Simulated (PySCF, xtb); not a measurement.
## H7N2Si+: which of two isomers lies lower

We compare a, `[NH3+][SiH-][NH3+]`, a singlet, with b, `N[SiH2][NH3+]`, a singlet. Both are isolated ions in the gas phase, relaxed with B3LYP-D3(BJ)/def2-SVP; the shapes shown needn't be the lowest conformers.

a (Å):

```xyz
10

N    -1.4423   -1.5264   -0.5053
N     1.4634   -1.0979   -0.8150
Si    0.0509   -0.6723    0.6041
H    -1.4982   -1.3013   -1.5062
H    -2.3229   -1.1841   -0.0966
H    -1.4806   -2.5486   -0.4144
H    -0.2193    0.6358   -0.1219
H     1.2453   -0.8958   -1.7984
H     1.8090   -2.0637   -0.7658
H     2.2746   -0.5071   -0.5858
```

b (Å):

```xyz
10

N    -1.4830   -1.3409    0.0776
N     1.1176   -1.5581   -1.2777
Si   -0.1666   -0.3834   -0.3606
H    -2.3358   -1.4013   -0.4733
H    -1.5949   -1.7457    1.0038
H    -0.4424    0.5736   -1.4469
H     0.6693    0.0605    0.7690
H     2.0197   -1.6354   -0.7885
H     0.7296   -2.5099   -1.3385
H     1.3273   -1.2597   -2.2400
```

Estimate which is lower in electronic energy at CCSD(T)/def2-SVP + ΔMP2/def2-TZVPP, and by roughly how much.

The CCSD(T)/def2-SVP + ΔMP2/def2-TZVPP calculation puts structure b lower, by 26.2 kcal/mol.

How the difference moves with the method:

```csv
level,geometry,E(b) − E(a) (kcal/mol),departure from the last row (kcal/mol),"job, with rough time for the two"
GFN2-xTB,GFN2-xTB,−42.4,−16.1,"optimisation, 0.12 s"
HF/STO-3G,GFN2-xTB,−18.8,+7.5,"single point, 1.7 s"
r2SCAN-D4/def2-SVP,GFN2-xTB,−25.0,+1.2,"single point, 16 s"
B3LYP-D3(BJ)/def2-SVP,B3LYP-D3(BJ)/def2-SVP,−21.5,+4.8,"optimisation, 86 s"
HF/def2-SVP,B3LYP-D3(BJ)/def2-SVP,−27.6,−1.3,part of the CCSD(T) run
MP2/def2-SVP,B3LYP-D3(BJ)/def2-SVP,−24.2,+2.0,part of the CCSD(T) run
CCSD(T)/def2-SVP,B3LYP-D3(BJ)/def2-SVP,−20.7,+5.6,single point
CCSD(T)/def2-SVP + ΔMP2/def2-TZVPP,B3LYP-D3(BJ)/def2-SVP,−26.2,,"single point, 48 s"
```

As drawn, b has 1 Si–H in place of 1 N–H.

None of the levels shown reverses the order. The largest departure from CCSD(T)/def2-SVP + ΔMP2/def2-TZVPP is that of GFN2-xTB, 16.1 kcal/mol. No reliable frequencies are at hand for b, so it isn't confirmed as a minimum. The last row adds to CCSD(T) the change of the MP2 difference between the two basis sets, here −5.6 kcal/mol, a large step that makes the value less sure.

The correlated steps freeze 7 core orbitals. Run with PySCF 2.14.0, xtb 6.7.1; the last row on 2 threads of Arm Neoverse V1 on a shared host.
